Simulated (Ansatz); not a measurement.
Two shapes of doublet CH₂(+).

Shape 1:

```xyz
3

H    -0.0375    0.1537   -1.0339
C    -0.0051   -0.2149   -0.0386
H    -0.0171    0.1530    1.0102
```

Shape 2:

```xyz
3

H     0.0000    0.1330   -1.1302
C     0.0000   -0.2660    0.0000
H     0.0000    0.1330    1.1302
```

Basis set: def2-SVP (spherical functions). Left uncorrelated: 1 orbital. Correlation on ROHF uses semicanonical orbitals with singles. Charge 1, multiplicity 2.

Computed with Ansatz (development build ahead of 0.2.0); each method stands on the lowest determinant of its kind that the runs found.

**Question.** Which shape is lower in energy, and by how much in each method?

**Answer.**

```
      method  E(2) − E(1) (eV)
         UHF             0.320
    ROHF-MP2             0.252
     UHF-MP2             0.252
ROHF-CCSD(T)             0.210
 UHF-CCSD(T)             0.210
```

Shape 1 is lower.
